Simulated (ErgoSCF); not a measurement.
# SiNH2F (SMILES N[Si]F): levels of theory compared

Wanted: a comparison of 6 runs (HF/STO-3G, HF/3-21G, HF/def2-SVP, BP86/STO-3G, B3LYP/6-31G*, PBE0/def2-SVP) of SiNH2F. 

The results are computed with ErgoSCF 3.8.

## Step 1: Starting point

SiNH2F: 5 atoms, total charge 0, spin state singlet. As SMILES, `N[Si]F`. Geometry: relaxed at PBE0-D4/def2-TZVP. This is one conformer, not always the lowest.

Bond lengths: N1–Si2 1.702 Å, Si2–F3 1.622 Å, N1–H4 1.010 Å, N1–H5 1.008 Å. Angles: N1–Si2–F3 98.5°, Si2–N1–H4 125.0°, Si2–N1–H5 122.2°, H4–N1–H5 112.8°.

## Step 2: The energy at HF/STO-3G (run 1)

File input.ego:

```
# HF on FH2NSi
set_nthreads(1)
molecule_inline
N   -0.79614162   0.45372324  -0.62568832
Si   0.25719173  -2.14219353   0.95450067
F    2.95817728  -1.03708170   1.89256071
H    0.16138261   2.09684011  -0.79538573
H   -2.48631266   0.48962804  -1.50422200
EOF
charge = 0
scf.max_number_of_iterations = 120
basis = "STO-3G"
scf.use_diagonalization = 1
spin_polarization = 0
tmpdir = "."
scf.output_mulliken_pop = 1
run "HF"
```

The basis set STO-3G is read from a file made from the Basis Set Exchange's data (not shown).

On the command line:

```
ergo < input.ego
```

Output:

```text
[...]
INSC SCF_general constructor, number of basis functions: 21
[...]
INSC Energy   1 =       -390.64833978666
[...]
INDE E_LUMO =          0.28156541491
[...]
INSC Energy  17 =       -438.55082290949  ( diff     -0.000000000002274 )
[...]
RESC CONVERGED after  17 iterations.
RESC FINAL ENERGY:       -438.55082290949
[...]
INSC SCF: dipole_moment_x [atomic units] =      -0.40073380
INSC SCF: dipole_moment_y [atomic units] =       0.11484017
INSC SCF: dipole_moment_z [atomic units] =      -0.25102414
[...]
```

Wall time 1.7 s (1 thread of Arm Neoverse V1, shared host); peak memory 0.26 GiB.

## Step 3: The energy at HF/3-21G (run 2)

File mol.xyz:

```xyz
5
FH2NSi
N     -0.421300     0.240100    -0.331100
Si     0.136100    -1.133600     0.505100
F      1.565400    -0.548800     1.001500
H      0.085400     1.109600    -0.420900
H     -1.315700     0.259100    -0.796000
```

File job.ego:

```
# single point, FH2NSi
set_nthreads("env")
molecule "mol.xyz"
tmpdir = "."
scf.output_mulliken_pop = 1
basis = "3-21G"
scf.use_diagonalization = 1
scf.max_number_of_iterations = 120
run "HF"
```

The basis set 3-21G is read from a file made from the Basis Set Exchange's data (not shown).

On the command line:

```
ergo job.ego
```

Output:

```text
[...]
INSC SCF_general constructor, number of basis functions: 35
[...]
INSC Energy   1 =       -286.85244660720
[...]
INDE E_LUMO =          0.08729826052
[...]
INSC Energy  17 =       -441.68838261236  ( diff     -0.000000000003638 )
[...]
RESC CONVERGED after  17 iterations.
RESC FINAL ENERGY:       -441.68838261236
[...]
INSC SCF: dipole_moment_x [atomic units] =      -0.70837880
INSC SCF: dipole_moment_y [atomic units] =       0.50902900
INSC SCF: dipole_moment_z [atomic units] =      -0.56651962
[...]
```

It took 1.9 s on 1 thread of Arm Neoverse V1, shared host; peak memory 0.26 GiB.

Runs 3 to 5 aren't shown in full; the table further down has their settings and results.

## Step 4: The energy at PBE0/def2-SVP (run 6)

File ergo.in:

```
# single point, FH2NSi
set_nthreads(1)
molecule_inline Angstrom
N  -0.421300 0.240100 -0.331100
Si 0.136100 -1.133600 0.505100
F  1.565400 -0.548800 1.001500
H  0.085400 1.109600 -0.420900
H  -1.315700 0.259100 -0.796000
EOF
tmpdir = "."
XC.sparse_mode = 0
scf.use_diagonalization = 1
basis = "def2-SVP"
scf.output_mulliken_pop = 1
XC.angint = 41
XC.radint = 1e-11
scf.max_number_of_iterations = 120
run "PBE0"
```

The basis set def2-SVP is read from a file made from the Basis Set Exchange's data (not shown).

On the command line:

```
ergo ergo.in
```

Output:

```text
[...]
INDF Weighted mixed functional:
[...]
INSC Energy   1 =       -205.62205111801
[...]
INDE E_LUMO =         -0.03179037494
[...]
INSC Energy  23 =       -444.85232494239  ( diff     -0.000000000000568 )
[...]
RESC CONVERGED after  23 iterations.
RESC FINAL ENERGY:       -444.85232494239
[...]
INSC SCF: dipole_moment_x [atomic units] =      -0.59389767
INSC SCF: dipole_moment_y [atomic units] =       0.60142287
INSC SCF: dipole_moment_z [atomic units] =      -0.54503379
[...]
```

Run time: 17 s. Hardware: 1 thread of Arm Neoverse V1, shared host; peak memory 0.26 GiB.

## Step 5: The series

| run | level | integration grid | radint | energy (Eh) | dipole moment (D) | wall time |
| --- | --- | --- | --- | --- | --- | --- |
| 1 | HF/STO-3G | – | – | -438.550823 | 1.24 | 1.7 s |
| 2 | HF/3-21G | – | – | -441.688383 | 2.64 | 1.9 s |
| 3 | HF/def2-SVP | – | – | -443.829599 | 2.54 | 10 s |
| 4 | BP86/STO-3G | Turbo | 1e-11 | -439.755250 | 1.40 | 4.2 s |
| 5 | B3LYP/6-31G* (spherical functions) | Turbo | 1e-11 | -445.340638 | 2.49 | 13 s |
| 6 | PBE0/def2-SVP | Turbo | 1e-11 | -444.852325 | 2.56 | 17 s |

## Step 6: Results

```
            quantity          value
 run 6: total energy  -444.85232 Eh
run 6: dipole moment         2.56 D
```

**Reading.** The dipole moment (its size) runs from 1.24 D (HF/STO-3G) to 2.64 D (HF/3-21G). Totals of different functionals can't be ranked against each other. In runs 1, 4 the basis is minimal, so the values are rough. All runs together took 48 s, the longest 17 s.
